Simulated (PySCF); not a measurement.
propene (C3H6), SMILES C=CC. Coordinates come from a PBE-D3(BJ)/def2-TZVP optimisation.

These are PBE-D3(BJ)/def2-TZVP (PySCF) values and carry that method's errors.

Harmonic wavenumbers (cm⁻¹): 204, 412, 572, 898, 913, 915, 991, 1028, 1156, 1286, 1352, 1399, 1425, 1440, 1664, 2956, 3005, 3039, 3061, 3066, 3151. Rotational constants (GHz): 46.54, 9.263, 8.115; symmetry number 1.

**Question.** Work out the zero-point energy and the ideal-gas rigid-rotor harmonic-oscillator thermochemistry at 298.15 K and 1 atm.

**Answer.** ZPE = ½ Σ hcν = ½ × 33932 cm⁻¹ = 48.51 kcal/mol. H − E(el) = 51.71 kcal/mol. Entropy in cal/(mol K): translation 37.14, rotation 22.05, vibration 4.26, total 63.44. G − E(el) = 32.79 kcal/mol. Cp = 15.37 cal/(mol K).
